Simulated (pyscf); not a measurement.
Optimised with ωB97X-D3(BJ)/def2-SVP in PySCF.

### Question
PBE/def2-TZVP puts the barrier of H₂N–Hf(NH₂)(NH₂)–NH₂ (SMILES [NH2][Hf]([NH2])([NH2])[NH2]) + H• (SMILES [H]) → [HN–Hf(NH₂)(NH₂)–NH₂]• (SMILES [NH][Hf]([NH2])([NH2])[NH2]) + H₂ (SMILES [H][H]) (hydrogen abstraction; doublet surface; H–N broken, H–H formed) at 10.6 kcal/mol and the reaction energy at +8.0 kcal/mol, from the separated reactants. What do r²SCAN/def2-TZVP, PBE0-D3(BJ)/def2-TZVP, ωB97M-D3(BJ)/def2-TZVP give on the same structures?

### Answer
r²SCAN: ΔE‡ = 9.4 kcal/mol, ΔE = +4.7 kcal/mol; PBE0-D3(BJ): ΔE‡ = 13.8 kcal/mol, ΔE = +9.5 kcal/mol; ωB97M-D3(BJ): ΔE‡ = 16.1 kcal/mol, ΔE = +8.4 kcal/mol. PBE's barrier lies among them. Its reaction energy lies among theirs. One saddle was located; it need not be the lowest between these sides. The angle at the transferred H is 167°. Open-shell species with a d-block atom are single-reference here; other states, and whether the spin sits on metal or ligand, were not checked. Elements past Kr carry the def2 core potentials, without spin-orbit coupling.
